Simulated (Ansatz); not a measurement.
C2H7O (charge +1), SMILES C[OH+]C, a geometry optimisation

With the Ansatz DFT code, driven from Python.

Notebook, run cell by cell (the value of a cell's last expression is shown):

```python
import itertools

import ansatz as az
from ase import Atoms
from ase.data import atomic_numbers, covalent_radii
import numpy as np
```

```python
atoms = Atoms(['C', 'O', 'C', 'H', 'H', 'H', 'H', 'H', 'H', 'H'], positions=[
    (-0.91553, 0.63772, -0.49703),
    (0.49019, 0.29764, -0.38701),
    (0.78993, -0.60552, 0.70789),
    (-1.53764, -0.24732, -0.63674),
    (-1.0319, 1.31748, -1.33972),
    (-1.20626, 1.15234, 0.41808),
    (0.78745, -0.10972, -1.2276),
    (0.24388, -1.54561, 0.6199),
    (0.51687, -0.10559, 1.63614),
    (1.86302, -0.79142, 0.70611),
])
system = az.Crystal.molecule_from_ase(atoms)
```

```python
calc = (
    system.calculation()
    .basis(gaussian='def2-SVP')  # atom-centred Gaussian functions
    .functional('pbe')
    .charge(1)  # electrons removed from the neutral system
)
symbols = [site.symbol for site in system.cartesian_sites]
start = np.array([site.position_ang for site in system.cartesian_sites], dtype=float)
report = calc.relax(force_tolerance=0.02).run(threads=1).report
end = np.array(report['positions_ang'])
```

```python
print('reference energy %16.6f eV' % report['reference_energy_ev'])
print('total energy     %16.6f eV' % report['free_energy_ev'])
print('occupied orbitals outside the frozen core (up, down):', report['n_occupied'], ' frozen:', report['n_frozen'], ' virtual:', report['n_virtual'])
```

    reference energy     -4218.274370 eV
    total energy         -4218.274370 eV
    occupied orbitals outside the frozen core (up, down): [13, 13]  frozen: 0  virtual: [64, 64]

```python
# pairs closer than 1.2 times the sum of covalent radii, before or after
radius = [covalent_radii[atomic_numbers[s]] for s in symbols]
span = lambda where, i, j: np.linalg.norm(where[i] - where[j])
bonded = [(i, j) for i, j in itertools.combinations(range(len(symbols)), 2) if min(span(start, i, j), span(end, i, j)) < 1.2 * (radius[i] + radius[j])]
print('pair        before    after (A)')
for i, j in bonded:
    print(f'{symbols[i]}{i}-{symbols[j]}{j}'.ljust(10), f'{span(start, i, j):8.4f} {span(end, i, j):8.4f}')
with open('c2h7o_opt.xyz', 'w') as handle:
    handle.write(f'{len(symbols)}\nrelaxed C2H7O(+)\n')
    handle.writelines(f'{s:2s} {x:11.6f} {y:11.6f} {z:11.6f}\n' for s, (x, y, z) in zip(symbols, end))
```

    pair        before    after (A)
    C0-O1        1.4505   1.4866
    C0-H3        1.0908   1.1065
    C0-H4        1.0889   1.1042
    C0-H5        1.0894   1.1037
    O1-C2        1.4506   1.4866
    O1-H6        0.9803   0.9861
    C2-H7        1.0907   1.1065
    C2-H8        1.0891   1.1037
    C2-H9        1.0891   1.1042

`c2h7o_opt.xyz`, as written:
```text
10
relaxed C2H7O(+)
C    -0.972329    0.658289   -0.515240
O     0.449640    0.245175   -0.383496
C     0.816680   -0.645665    0.748619
H    -1.602816   -0.237624   -0.671006
H    -1.006455    1.354253   -1.371883
H    -1.219385    1.182339    0.424173
H     0.814822   -0.082719   -1.238741
H     0.273000   -1.604712    0.653336
H     0.534752   -0.097077    1.663894
H     1.912101   -0.772259    0.690364
```

What to keep in mind:
- Total energies depend on the basis set; only differences at equal settings carry meaning.
- The end point is the stationary point reached from this start; no frequency run checks that it is a minimum, and the basis set is modest.
- Finished in 9.9 s on 1 thread of Arm Neoverse V2 (shared host), peak memory 0.21 GiB.
